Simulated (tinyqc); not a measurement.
Hueckel theory of the pi electrons, for the molecule N=CCl (SMILES; centres numbered as the heavy atoms are written), step by step. One step of it, computed by the program tinyqc.

Problem. Orbitals. Diagonalise; E = alpha + x beta with beta < 0, so the largest x are filled first; degenerate levels share their electrons. P = sum n_i c_ri c_si; each orbital has its largest coefficient positive (the first on a tie).

Hueckel matrix in units of beta (H = alpha + beta A), lower triangle:
```
           1N        2C       3Cl
1N   0.500000
2C   1.000000  0.000000
3Cl  0.000000  0.400000  2.000000
```

pi electrons, sum of z_r less the charge = 4

Give: x values; occupations; coefficients; charge and bond-order matrix P.

Solution.

x values: 2.1077  1.2087  -0.8164

occupations: 2.0000  2.0000  0.0000

coefficients:
```
        MO1      MO2      MO3
1N   0.1596   0.7831  -0.6011
2C   0.2566   0.5550   0.7913
3Cl  0.9532  -0.2806  -0.1124
```

charge and bond-order matrix P, lower triangle:
```
          1N      2C     3Cl
1N    1.2774
2C    0.9512  0.7478
3Cl  -0.1351  0.1778  1.9747
```
